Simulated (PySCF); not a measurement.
**Calculated properties of 3-hexyne (`CCC#CCC`)**

Species: 3-hexyne, C6H10.
Bonds: C1–C2, C2–C3, C3–C4 (triple), C4–C5, C5–C6. Hydrogens: H7, H8, H9 on C1; H10, H11 on C2; H12, H13 on C5; H14, H15, H16 on C6.

Some functional groups and rings: alkyne.

**GFN2-xTB geometry**

```yaml
Point_group_of_the_GFN2-xTB_geometry: C2
Rotational_constants_A_B_C_of_the_GFN2-xTB_geometry: 10.992, 1.333, 1.300 GHz
```

**PBE0/pcSseg-1 ground state and GIAO shieldings, non-relativistic (PySCF)**

```yaml
Dipole_moment: 0.10 D
HOMO_energy: -7.13 eV
LUMO_energy: 1.32 eV
HOMO–LUMO_gap: 8.45 eV
Lowest_Hirshfeld_atomic_charge: -0.11 e on C1/C6
Highest_Hirshfeld_atomic_charge: +0.05 e on H10/H11/H12/H13
13C_chemical_shifts_computed_TMS_as_zero_by_class: 88.0 (C3/C4), 17.4 (C1/C6), 15.7 (C2/C5) ppm
1H_chemical_shifts_computed_TMS_as_zero_by_class: 2.30 (H10/H11/H12/H13), 1.17 (H7/H8/H9/H14/H15/H16) ppm
Mayer_bond_orders_between_heavy_atoms: C1–C2 1.06, C2–C3 1.12, C3–C4 2.60, C4–C5 1.12, C5–C6 1.06
```

Monoisotopic mass (most abundant isotopes): 82.0783 u.

With B = h/(8π²I), that is 505.379 GHz u Å² over I, the principal moments of inertia are 46.0, 379.3 and 388.8 u Å² (most abundant isotopes). The rotational constants make it an asymmetric top with κ = (2B − A − C)/(A − C) = -0.99, nearer the prolate limit (−1).

Geometry: GFN2-xTB; no solvent or vibrations. NMR classes are plain means over equivalent atoms (diastereotopic ones count apart unless rotation or inversion swaps them), as if these changed places fast; in this geometry the members of some classes differ.
